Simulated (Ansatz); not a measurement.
# What a trial cell of Zn2S3 relaxes into

These are results of DFT r2SCAN, scalar-relativistic, plane waves, PAW in Ansatz, not measurements.

Zn2S3 was placed on the A-type sesquioxide structure type (P-3m1, No. 164), with Zn in place of La, S in place of O, at a guessed volume.

Input of the last, converged step (default PAW datasets):

```yaml
crystal:
  lattice:
    - [3.5622745086, 0.0, 0.0]
    - [-1.7811372543, 3.0850202197, 0.0]
    - [0.0, 0.0, 7.9118166137]
  atoms:
    - { symbol: Zn, position: [0.3333333333, 0.6666666667, 0.1991632703] }
    - { symbol: Zn, position: [0.6666666667, 0.3333333333, 0.8008367297] }
    - { symbol: S, position: [0.0, 0.0, 0.0] }
    - { symbol: S, position: [0.3333333333, 0.6666666667, 0.650492784] }
    - { symbol: S, position: [0.6666666667, 0.3333333333, 0.349507216] }
basis:
  ecutwfc: 500
kpoints:
  mp_grid: { grid: [12, 12, 6] }
hamiltonian:
  xc: r2scan
scf:
  occupations: { method: gaussian, width: 0.1 }
output:
  forces: true
  stress: true
  eigenvalues: true
relax:
  adjacent_minimum: "off"
  f_tol: 0.01
  max_steps: 80
  cell: { stress_tol: 0.05 }
```

Launched as:

```bash
ansatz run input.yaml --threads 1 --pin off --max-ram 2560MiB --backend cpu --events-out ev --progress --plain --runs-dir out
```

It took 54 s on 1 thread of Intel(R) Xeon(R) 6975P-C (Granite Rapids), with other jobs on the host, peak memory 0.73 GiB.

End of the output:

```
SCF converged after 6 iterations
Free energy (F): -9369.947893 eV
Harris-Foulkes:  -9369.947893 eV  (|F-HF|=1.82e-11)
Internal energy: -9369.930861 eV  (E = F + TS)
E sigma→0 (E₀):  -9369.939377 eV
Entropy (-TS):   -0.017032 eV (-3.406 meV/atom)
Fermi energy:    7.032084 eV
--- Per-component energies (eV) ---
  E_band       = 46.943247
  E_kinetic    = 577.872810
  E_local      = -4133.255552  (includes V_loc(G=0)·N_el)
  E_nonlocal   = 1321.445775
  E_hartree    = 1742.494272
  E_xc         = -521.034045
  E_vxc        = -387.598463  (∫ρ·V_xc dr)
  E_paw        = -5528.112650  (= ΣΔE_a)
  E_vpaw       = -835.341206  (= ΣTr[D̂ρ^β])
  E_aug_tail   = -0.000108  (compensation charges beyond the density's cutoff)
  E_vtau       = 18.831233  (kinetic-family band-sum trace: ∫τ·v_τ [+ j·A + Jᵃ·Aᵃ] dr)
  E_ewald      = -2828.646825
  E_core_change = -0.694538  (= ΣΔE_core)
  E_smearing   = -0.017032  (= −TS)
  E_closure    = 0.000000  (closes the sum)
  Σ components = -9369.947893   (vs F -9369.947893, Δ=0.00e0)
--- Forces (eV/Å), atoms counted from 1 ---
  atom   1  Zn     0.00000000     0.00000000     0.00848564
  atom   2  Zn     0.00000000     0.00000000    -0.00848564
  atom   3  S      0.00000000     0.00000000     0.00000000
  atom   4  S      0.00000000     0.00000000    -0.00273685
  atom   5  S      0.00000000     0.00000000     0.00273685
  max |Σ_I F_I| component: 3.70e-17 eV/Å
--- Stress (GPa, compression-positive) ---
        0.042699       0.000000       0.000000
        0.000000       0.042699       0.000000
        0.000000       0.000000       0.043902
  P = ⅓ Tr σ = 0.0431 GPa (0.431 kbar)
--- Relaxed structure (3 steps of the walk, 3 accepted, 1 SCFs on fresh bases) ---
  F+E_penalty+E_count = -9369.94789309 eV   max|allowed force component| = 8.486e-3 eV/Å   (the final SCF, on the basis selected at the relaxed cell)
  cell:  # Å, volume = 87.0192 Å³
    - [3.574038, 0.000000, 0.000000]
    - [-1.787019, 3.095207, 0.000000]
    - [0.000000, 0.000000, 7.866222]
  atoms:
    - { symbol: Zn, position: [0.333333, 0.666667, 0.199376] }
    - { symbol: Zn, position: [0.666667, 0.333333, 0.800624] }
    - { symbol: S, position: [0.000000, 0.000000, 0.000000] }
    - { symbol: S, position: [0.333333, 0.666667, 0.650250] }
    - { symbol: S, position: [0.666667, 0.333333, 0.349750] }
```

Absolute energies hang on the potentials; compare differences alone.

The result has space group P-3m1 (No. 164). Around Zn lie 3 S at 2.38 Å and 3 S at 2.59 Å; around S on Wyckoff site a (1 atom of the primitive cell) lie 6 Zn at 2.59 Å; around S on Wyckoff site d (2 atoms of the primitive cell) lie 3 Zn at 2.38 Å.

Against the elements it lies at -0.23 eV/atom. Formation energies are uncorrected and refer to the elements' standard structures at the same level.

For metals, differences of a few meV/atom aren't resolved. Weakly bound directions are ill-defined at this level, which has no dispersion term.

A structure relaxed within its symmetry needn't be a true minimum.